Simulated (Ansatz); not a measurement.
# AlF₃ (singlet): from Hartree-Fock to the top rungs, cc-pV(D+d)Z

How much of the correlation energy of AlF₃ (singlet) does each wave-function method recover here?

Computed with Ansatz 0.2.0, Gaussian basis. Level: cc-pV(D+d)Z, core rule «outside noble gas», up to 8 orbitals frozen.

Plan: UHF; CCSD(T) on RHF; BCCD(T) on RHF; CISD; CCSDT(Q) on RHF.

19 further runs of the same task are left out: 8 for a known fault of the program, 2 that didn't finish, 9 set aside as unsound or not needed.

## Step 1: The geometry

The geometry is an MP2(full)/6-31G* stationary point (not a proven minimum).

4 atoms, charge 0, spin multiplicity 1.

Atoms are counted from 1 here; the program's logs count them from 0.

Bond lengths: Al1–F2 1.645 Å, Al1–F3 1.645 Å, Al1–F4 1.645 Å. Angles: F2–Al1–F3 120.0°, F2–Al1–F4 120.0°, F3–Al1–F4 120.0°.

## Step 2: UHF

in.yaml

```yaml
crystal:
  periodic: [false, false, false]
  atoms:
    - {symbol: Al, position_ang: [0.000000, 0.000000, 0.000000]}
    - {symbol: F, position_ang: [0.000000, 1.644720, 0.000000]}
    - {symbol: F, position_ang: [1.424369, -0.822360, 0.000000]}
    - {symbol: F, position_ang: [-1.424369, -0.822360, 0.000000]}
basis:
  gaussian: {orbitals: "cc-pV(D+d)Z.json"}
magnetization: {spin_polarized: true, initial_magnetization: 0}
hamiltonian: {xc: hf}
output: {orbitals: {seedname: orbitals}}
```

On the command line:

```console
> ansatz run in.yaml --threads 1 --pin off --events-out ev --progress --plain --max-ram 3956MiB --backend cpu
```

Further steps of the session: CCSD(T) on RHF; BCCD(T) on RHF; CISD; CCSDT(Q) on RHF.

Before running them: what should the planned runs give, taken together? Wanted: RCCSDT(Q) below the RHF energy; RMP2 from RCCSDT(Q); RCCSD from RCCSDT(Q); RCCSD(T) from RCCSDT(Q); T1 diagnostic.

The runs gave:

| quantity | value |
| --- | --- |
| RCCSDT(Q) below the RHF energy | -17.3513 eV |
| RMP2 from RCCSDT(Q) | +363.1 meV |
| RCCSD from RCCSDT(Q) | +297.0 meV |
| RCCSD(T) from RCCSDT(Q) | +52.9 meV |
| levels within 1 kcal/mol (43 meV) | RCCSDT |
| T1 diagnostic | 0.014 |

In words: RCCSD(T) lands +52.9 meV from the yardstick (0.3 % of the correlation energy). These misses are within one basis, not against nature.
